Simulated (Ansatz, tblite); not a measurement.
# The cluster InHO₂: rung by rung

How do method and basis change the picture of the cluster InHO₂ (singlet)?

Computed with Ansatz 0.2.0, Gaussian basis. Level: as each input shows.

Levels to be run: GFN1-xTB, GFN2-xTB, PBE-D4/def2-TZVP, r2SCAN-D4/def2-TZVP, r2SCANh-D4/def2-TZVP, LDA/def2-TZVP, ωB97X-V/def2-TZVP, B97M-V/def2-TZVP, r2SCAN0-D4/def2-TZVP, HSE06-D4/def2-TZVP, PBE-QIDH/def2-TZVP, LC-ωPBE/def2-TZVP, CAM-B3LYP-D4/def2-TZVP, B2PLYP/def2-TZVP, B3LYP-D4/def2-TZVP, HF/def2-TZVP, PBE-D4/def2-SVP, PBE0-D4/def2-SVP, PBE0-D4/def2-TZVPD, PBE-D4/def2-TZVPD, r2SCAN-D4/def2-TZVPD, CCSD(T)/def2-TZVPP, MP2/def2-TZVP, RPA/def2-TZVP, MP2/def2-QZVPP, CCSD(T)/def2-TZVPD.

2 further runs of the same task are left out: 2 set aside as unsound or not needed.

**1. The geometry**

The geometry is that of the singlet, from an earlier relaxation (PBE0-D4/def2-TZVP). At that level it is the lowest of the isomers that a small search found.

4 atoms, charge 0, spin multiplicity 1.

Bond lengths: In1–O2 2.494 Å, In1–O3 2.108 Å, O2–O3 1.463 Å, O2–H4 0.963 Å. Angles: O2–In1–O3 35.9°, In1–O2–O3 57.5°, In1–O2–H4 121.1°, O3–O2–H4 101.4°, In1–O3–O2 86.6°.

In takes a core potential in the def2 sets. No spin-orbit coupling is included.

PBE0-D4/def2-TZVP was run before; its log isn't repeated, and its numbers join the tables.

**2. GFN1-xTB**

Tight binding, by tblite at 300 K electronic temperature and without a spin-polarisation term:

```python
tblite.interface.Calculator('GFN1-xTB', numbers, positions, charge=0, uhf=0).singlepoint()
```

Energy -310.2499 eV, HOMO -10.46 eV, LUMO -4.24 eV; 0.003 s.

**3. GFN2-xTB**

Tight binding, by tblite at 300 K electronic temperature and without a spin-polarisation term:

```python
tblite.interface.Calculator('GFN2-xTB', numbers, positions, charge=0, uhf=0).singlepoint()
```

Energy -267.7835 eV, HOMO -10.17 eV, LUMO -4.65 eV; 0.002 s.

**4. PBE-D4/def2-TZVP**

start.molden holds the orbitals of an earlier run on this state, given as this run's starting guess.

in.yaml

```yaml
crystal:
  periodic: [false, false, false]
  atoms:
    - {symbol: In, position_ang: [0.965013, -1.546315, 0.252952]}
    - {symbol: O, position_ang: [-0.672680, 0.231994, -0.359373]}
    - {symbol: O, position_ang: [0.093227, 0.264966, 0.887220]}
    - {symbol: H, position_ang: [-0.385560, 1.049365, -0.780799]}
basis:
  gaussian: {orbitals: def2-TZVP, initial_orbitals: start.molden}
hamiltonian: {xc: pbe, dispersion: d4}
scf: {omitted_lower_state_checks: [starts]}
output: {orbitals: {seedname: orbitals}}
```

Started as:

```bash
ansatz run in.yaml --threads 2 --pin off --events-out ev --progress --plain --max-ram 4352MiB
```

The runs that follow: r2SCAN-D4/def2-TZVP; r2SCANh-D4/def2-TZVP; LDA/def2-TZVP; ωB97X-V/def2-TZVP; B97M-V/def2-TZVP; r2SCAN0-D4/def2-TZVP; HSE06-D4/def2-TZVP; PBE-QIDH/def2-TZVP; LC-ωPBE/def2-TZVP; CAM-B3LYP-D4/def2-TZVP; B2PLYP/def2-TZVP; B3LYP-D4/def2-TZVP; HF/def2-TZVP; PBE-D4/def2-SVP; PBE0-D4/def2-SVP; PBE0-D4/def2-TZVPD; PBE-D4/def2-TZVPD; r2SCAN-D4/def2-TZVPD; CCSD(T)/def2-TZVPP; MP2/def2-TZVP; RPA/def2-TZVP; MP2/def2-QZVPP; CCSD(T)/def2-TZVPD.

Q: Predict the results of all the runs planned. Wanted: gap in def2-TZVP, named functionals and Hartree-Fock, smallest and largest; correlation energy, CCSD(T)/def2-TZVPP; correlation energy, MP2/def2-TZVP; correlation energy, MP2/def2-QZVPP; correlation energy, CCSD(T)/def2-TZVPD; binding an atom, CCSD(T)/def2-TZVPP; PBE0 total energy, smallest basis above largest.

As calculated:

| quantity | value |
| --- | --- |
| gap in def2-TZVP, named functionals and Hartree-Fock, smallest and largest | 3.01 eV (PBE-D4), 9.82 eV (HF) |
| correlation energy, CCSD(T)/def2-TZVPP | -21.18 eV |
| correlation energy, MP2/def2-TZVP | -20.43 eV |
| correlation energy, MP2/def2-QZVPP | -26.74 eV |
| correlation energy, CCSD(T)/def2-TZVPD | -21.27 eV |
| binding an atom, CCSD(T)/def2-TZVPP | 2.549 eV |
| PBE0 total energy, smallest basis above largest | 5.38 eV (def2-SVP, def2-TZVPD) |

Orbital gaps of the named functionals and Hartree-Fock in def2-TZVP span 3.01 eV (PBE-D4) to 9.82 eV (HF); exact exchange widens it. The functionals in def2-TZVP miss CCSD(T)/def2-TZVPP by -0.084 (r2SCAN0-D4) to +0.855 eV (LDA) an atom. CCSD(T)/def2-TZVPP isn't at the basis-set limit; small misses against it rank nothing.
